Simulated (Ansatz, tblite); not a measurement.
**MgMe2 (C2H6Mg): a ladder of methods and basis sets**

An exercise on one series of results from a longer session: the logs are not shown, and one member is left open.

Method: as each input shows; program: Ansatz 0.2.0, Gaussian basis.

Levels to be run: GFN1-xTB, GFN2-xTB, PBE-D4/def2-TZVP, r2SCAN-D4/def2-TZVP, B97M-V/def2-TZVP, PBE-QIDH/def2-TZVP, r2SCANh-D4/def2-TZVP, BHLYP-D4/def2-TZVP, LDA/def2-TZVP, B3LYP-D4/def2-TZVP, CAM-B3LYP-D4/def2-TZVP, PBE-D4/def2-SVP, PBE0-D4/def2-SVP, HF/6-31G, B3LYP-D4/6-31G, PBE0-D4/def2-TZVPD, PBE-D4/def2-TZVPD, r2SCAN-D4/def2-TZVPD, CCSD(T)/def2-TZVPP, MP2/def2-TZVP, RPA/def2-TZVP, CCSD(T)/def2-TZVPD.

### The relaxed structure

The singlet was relaxed beforehand with B3LYP-D4/def2-TZVP.

9 atoms, charge 0, spin multiplicity 1.

Bond lengths: Mg1–C2 2.094 Å, Mg1–C6 2.094 Å, C2–H3 1.095 Å, C2–H4 1.095 Å, C2–H5 1.095 Å, C6–H7 1.095 Å, C6–H8 1.095 Å, C6–H9 1.095 Å. Angles: C2–Mg1–C6 179.7°, Mg1–C2–H3 111.9°, Mg1–C2–H4 111.9°, Mg1–C2–H5 111.7°, H3–C2–H4 107.0°, H3–C2–H5 107.0°, H4–C2–H5 107.0°, Mg1–C6–H7 111.8°, Mg1–C6–H8 111.8°, Mg1–C6–H9 111.9°, H7–C6–H8 107.0°, H7–C6–H9 107.0°, H8–C6–H9 107.0°.

Geometry (Å):

```mol
C2H6Mg
  3D, bonds by distance, orders not assigned

  9  8  0  0  0  0  0  0  0  0999 V2000
    0.0035    0.0040    0.0000 Mg  0  0
   -0.0031   -0.0142    2.0938 C   0  0
   -0.4347    0.9023    2.5083 H   0  0
    1.0073   -0.1066    2.5044 H   0  0
   -0.5873   -0.8508    2.4902 H   0  0
    0.0039    0.0151   -2.0938 C   0  0
   -1.0126    0.0177   -2.5001 H   0  0
    0.5106   -0.8637   -2.5050 H   0  0
    0.5123    0.8962   -2.4979 H   0  0
  1  2  8  0
  1  6  8  0
  2  3  8  0
  2  4  8  0
  2  5  8  0
  6  7  8  0
  6  8  8  0
  6  9  8  0
M  END
```

PBE0-D4/def2-TZVP was run before; its log isn't repeated, and its numbers join the tables.

Set-up of the first run:

Tight binding, by tblite at 300 K electronic temperature and without a spin-polarisation term:

```python
tblite.interface.Calculator('GFN1-xTB', numbers, positions, charge=0, uhf=0).singlepoint()
```

Tight binding, by tblite at 300 K electronic temperature and without a spin-polarisation term:

```python
tblite.interface.Calculator('GFN2-xTB', numbers, positions, charge=0, uhf=0).singlepoint()
```

start.molden holds the orbitals of an earlier run on this state, given as this run's starting guess.

Contents of in.yaml:

```yaml
crystal:
  periodic: [false, false, false]
  atoms:
    - {symbol: Mg, position_ang: [0.003531, 0.004040, 0.000026]}
    - {symbol: C, position_ang: [-0.003118, -0.014240, 2.093835]}
    - {symbol: H, position_ang: [-0.434670, 0.902285, 2.508318]}
    - {symbol: H, position_ang: [1.007309, -0.106554, 2.504374]}
    - {symbol: H, position_ang: [-0.587321, -0.850796, 2.490219]}
    - {symbol: C, position_ang: [0.003884, 0.015124, -2.093826]}
    - {symbol: H, position_ang: [-1.012561, 0.017693, -2.500054]}
    - {symbol: H, position_ang: [0.510601, -0.863682, -2.505019]}
    - {symbol: H, position_ang: [0.512344, 0.896151, -2.497863]}
basis:
  gaussian: {orbitals: def2-TZVP, initial_orbitals: start.molden}
hamiltonian: {xc: pbe, dispersion: d4}
scf: {omitted_lower_state_checks: [starts]}
output: {forces: true, orbitals: {seedname: orbitals}}
```

Launch:

```console
ansatz run in.yaml --threads 4 --pin off --events-out ev --progress --plain --max-ram 3916MiB
```

Steps of the session up to this table: PBE-D4/def2-TZVP; r2SCAN-D4/def2-TZVP; B97M-V/def2-TZVP; PBE-QIDH/def2-TZVP; r2SCANh-D4/def2-TZVP; BHLYP-D4/def2-TZVP; LDA/def2-TZVP; B3LYP-D4/def2-TZVP; CAM-B3LYP-D4/def2-TZVP; PBE-D4/def2-SVP; PBE0-D4/def2-SVP; HF/6-31G; B3LYP-D4/6-31G; PBE0-D4/def2-TZVPD; PBE-D4/def2-TZVPD; r2SCAN-D4/def2-TZVPD; CCSD(T)/def2-TZVPP; MP2/def2-TZVP; RPA/def2-TZVP; CCSD(T)/def2-TZVPD.

One table of the session follows, with a row left open; its other results are not shown here.

It belongs to the step «Levels side by side». 

```
                 level  HOMO (eV)  gap (eV)
              HF/6-31G      -9.13     11.16
         LDA/def2-TZVP      -5.45      4.19
       PBE-D4/def2-SVP      -5.24      4.28
      PBE-D4/def2-TZVP      -5.28      4.14
     PBE-D4/def2-TZVPD      -5.30      4.13
   r2SCAN-D4/def2-TZVP      -5.49      4.80
  r2SCAN-D4/def2-TZVPD      -5.49      4.79
      B97M-V/def2-TZVP      -5.55      4.40
  r2SCANh-D4/def2-TZVP      -5.93      5.42
        B3LYP-D4/6-31G      -5.98      5.63
    B3LYP-D4/def2-TZVP      -6.24      5.47
      PBE0-D4/def2-SVP          ?         ?
     PBE0-D4/def2-TZVP      -6.45      5.94
    PBE0-D4/def2-TZVPD      -6.45      5.91
    BHLYP-D4/def2-TZVP      -7.52      7.48
CAM-B3LYP-D4/def2-TZVP      -7.80      7.92
```

**Question.** Estimate the row for PBE0-D4/def2-SVP.

**Answer.** HOMO (eV): -6.45; gap (eV): 6.11.
